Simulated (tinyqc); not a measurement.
Worked calculation: Hueckel theory of the pi electrons with the omega technique, for the molecule O=CC=O (SMILES; centres numbered as the heavy atoms are written). One step of it, computed by the program tinyqc.

Task: Orbitals, round 1. Diagonalise; E = alpha + x beta with beta < 0, so the largest x are filled first; degenerate levels share their electrons. P = sum n_i c_ri c_si; each orbital has its largest coefficient positive (the first on a tie).

Hueckel matrix in units of beta (H = alpha + beta A):
```
,1O,2C,3C,4O
1O,0.920000,0.950000,0.000000,0.000000
2C,0.950000,0.000000,1.000000,0.000000
3C,0.000000,1.000000,0.000000,0.950000
4O,0.000000,0.000000,0.950000,0.920000
```

pi electrons, sum of z_r less the charge = 4

Give: x values; occupations; coefficients; charge and bond-order matrix P.

Result:

x values: 1.9108  1.3106  0.0092  -1.3906

occupations: 2.0000  2.0000  0.0000  0.0000

coefficients:
```
,MO1,MO2,MO3,MO4
1O,0.4894,0.6540,0.5104,-0.2689
2C,0.5104,0.2689,-0.4894,0.6540
3C,0.5104,-0.2689,-0.4894,-0.6540
4O,0.4894,-0.6540,0.5104,0.2689
```

charge and bond-order matrix P:
```
,1O,2C,3C,4O
1O,1.3344,0.8513,0.1479,-0.3764
2C,0.8513,0.6656,0.3764,0.1479
3C,0.1479,0.3764,0.6656,0.8513
4O,-0.3764,0.1479,0.8513,1.3344
```
